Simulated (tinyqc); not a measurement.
The basis set: RHF and MP2 along a ladder of basis sets, for H2O, spin multiplicity 1. Computed by the program tinyqc with PySCF. 

Geometry (angstrom):
```
atom       x        y       z
O     0.0000   0.0000  0.0000
H     0.0000   0.7480  0.5280
H     0.0000  -0.7180  0.5060
```

Same geometry throughout; the dipole is taken about the origin.

RHF and frozen-core MP2 in a ladder of bases:
```
basis        functions  E(RHF) (hartree)  E(MP2 corr) (hartree)  HOMO (eV)  LUMO (eV)  dipole (debye)
sto-3g               7         -74.94037               -0.03016    -10.685     17.852           1.761
3-21g               13         -75.57432               -0.11627    -13.069      7.694           2.336
6-31g               13         -75.97734               -0.12205    -13.690      5.945           2.511
6-31g**             24         -76.01679               -0.18978    -13.598      6.235           2.039
cc-pvdz             24         -76.01978               -0.19703    -13.511      5.338           1.918
aug-cc-pvdz         41         -76.03534               -0.21395    -13.978      1.000           1.867
cc-pvtz             58         -76.05202               -0.25690    -13.835      4.049           1.894
```

From cc-pVDZ to cc-pVTZ the RHF energy falls by 32.2 mhartree and the correlation energy by 59.9. If valence correlation converges as X^-3, (27 E(T) - 8 E(D))/19 gives -0.2821 hartree, a rough estimate from such small X that usually falls short; STO-3G holds about 11 % of it. Beyond STO-3G the LUMO moves by 6.7 eV and the HOMO by 0.9 eV; diffuse functions lower the positive LUMO sharply, since an unbound virtual level tracks the most diffuse function.
